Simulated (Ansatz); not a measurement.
Relaxation of BClH3 (5 atoms, charge 0, multiplicity 2), to a largest force component of 0.03 eV/Å in at most 50 steps.

These are results of Ansatz 0.2.0, UKS CAM-B3LYP-D4/def2-SVP, not measurements.

```xyz
5
Properties=species:S:1:pos:R:3
B 0.000 0.000 -0.085
H 0.000 0.000 1.113
H 1.048 0.000 -0.674
H -1.048 0.000 -0.674
Cl 0.000 0.000 3.680
```

Q: Where does it end, and by what steps?

A: The run converged. After 7 steps the energy has fallen by 0.057 eV; Cl5 moved furthest, 0.51 Å.

```tsv
step	energy less start (eV)	largest force component (eV/Å)	accepted
0	0.0000	0.320	yes
1	-0.0041	0.161	yes
2	-0.0293	0.106	yes
3	-0.0508	0.174	yes
4	-0.0443	0.525	no
5	-0.0565	0.058	yes
6	-0.0574	0.031	yes
7	-0.0574	0.002	yes
```

```xyz
5
Properties=species:S:1:pos:R:3
B 0.000 0.000 0.018
H 0.000 0.000 1.256
H 1.062 0.000 -0.540
H -1.062 0.000 -0.540
Cl 0.000 0.000 3.165
```

Whether the end is a true minimum wasn't checked by a vibrational analysis.

Time of the run: 18 s on 1 thread of Arm Neoverse V1 (shared host), peak memory 0.12 GiB.
